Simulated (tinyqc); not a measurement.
Worked calculation: RHF in the sto-3g basis, for BH3, spin multiplicity 1. One step of it, computed by the program tinyqc.

Question. Iteration 2: DIIS coefficients. Solve [B -1; -1 0][c; lambda] = [0; -1] for the coefficients, which sum to one.

B (overlaps of the stored error matrices):
$$\begin{pmatrix}
2.6710194e-01 & -6.6153020e-01 \\
-6.6153020e-01 & 2.7228657e+00
\end{pmatrix}$$

Give: DIIS coefficients.

Answer.

DIIS coefficients: [0.785, 0.215]
